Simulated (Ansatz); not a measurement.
water (SMILES O) moved off its minimum; all values from Ansatz (a quantum-chemistry and plane-wave program), cores frozen in correlated methods.
(charge 0, multiplicity 1)
```xyz
3

O     -0.03161     0.14568    -0.00113
H     -0.74231    -0.49818    -0.03425
H      0.77114    -0.50300    -0.04345
```

Question: Give the forces (eV/Å), the total energy and the dipole at CCSD(T)/aug-cc-pVTZ.

Answer: 
```tsv
atom	Fx	Fy	Fz
O1	2.401	-2.017	-0.131
H2	-0.432	0.042	0.005
H3	-1.969	1.975	0.126
```
Energy -76.3378 hartree, dipole 1.94 D.
